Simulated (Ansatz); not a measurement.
Results of HSE06 (Ansatz, an electronic-structure program, plane waves, PAW) for tetragonal perovskite BaTiO3 (room-temperature form, which distorts further on cooling).

Numerical settings: plane-wave cutoff 500 eV, 6×6×6 k mesh, gaussian smearing 0.02 eV, no spin polarisation, scalar-relativistic PAW data made under PBE.

Cell (relaxed with r²SCAN):

```cif
data_BaO3Ti
_chemical_formula_sum 'Ba1 Ti1 O3'
_space_group_name_H-M_alt 'P4mm'
_space_group_IT_number 99
_space_group_name_Hall 'P 4 -2'
_cell_length_a 3.97218
_cell_length_b 3.97218
_cell_length_c 4.11256
_cell_angle_alpha 90.000
_cell_angle_beta 90.000
_cell_angle_gamma 90.000
loop_
_atom_site_label
_atom_site_type_symbol
_atom_site_symmetry_multiplicity
_atom_site_Wyckoff_symbol
_atom_site_fract_x
_atom_site_fract_y
_atom_site_fract_z
_atom_site_occupancy
Ba1 Ba 1 b 0.50000 0.50000 0.58501 1
Ti1 Ti 1 a 0.00000 0.00000 0.10309 1
O1 O 2 c 0.00000 0.50000 0.06295 1
O2 O 1 a 0.00000 0.00000 0.54600 1
```

### Question
Give the computed band gap.

### Answer

* **band gap**: 3.31 eV (on the SCF k mesh)

Note: cell and atoms aren't relaxed at this level (largest force component 0.29 eV/Å, pressure -2.1 GPa).

Spin–orbit coupling is not included.

Static lattice: no zero-point or thermal effects.

Cost on a shared machine: around 6 core-minutes (rough).
